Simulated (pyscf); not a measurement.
AsH₃ (SMILES [AsH3]) + SiH₄ (SMILES [SiH4]) → H₃Si–AsH₂ (SMILES [SiH3][AsH2]) + H₂ (SMILES [H][H]), a four-centre exchange (singlet surface; As–H, H–Si broken, As–Si, H–H formed). Structures and frequencies: ωB97X-D3(BJ)/def2-SVP in PySCF. Energies in eV from the separated reactants.

Small-basis levels: PySCF, no dispersion term, spherical d functions. AM1 to PM7: differences of heats of formation from MOPAC, which are fitted to 298 K values and so differ in kind from electronic energies by zero-point and thermal terms. GFN2-xTB: tblite. 

```
level                       barrier  reaction energy
-----------------------  ----------  ---------------
MP2/6-31G*+LANL2DZ             3.64            -0.12
SVWN5/6-31G*+LANL2DZ           2.30            -0.16
BP86/6-31G*+LANL2DZ            2.80            -0.09
B3LYP/LANL2DZ            (withheld)            +0.13
M06-2X/6-31G*+LANL2DZ          3.07            -0.10
B3LYP/6-311+G**+LANL2DZ        3.09            +0.13
B3LYP/def2-SVP                 2.95            +0.09
GFN2-xTB                 (withheld)            +0.56
AM1                            3.22            +0.04
ωB97M-D3(BJ)/def2-TZVP   (withheld)            -0.03
```

### Question
Fill in the missing entries.

### Answer

- B3LYP/LANL2DZ, barrier: 3.83
- GFN2-xTB, barrier: 3.19
- ωB97M-D3(BJ)/def2-TZVP, barrier: 2.82

Against the last row the barrier runs from -0.52 (SVWN5/6-31G*+LANL2DZ) to +1.01 eV (B3LYP/LANL2DZ). ωB97M-D3(BJ)/def2-TZVP has limits of its own. At the saddle there is also a short H–Si contact that neither side keeps. One saddle was located; it need not be the lowest between these sides. In the def2 sets elements up to Kr have no core potential.
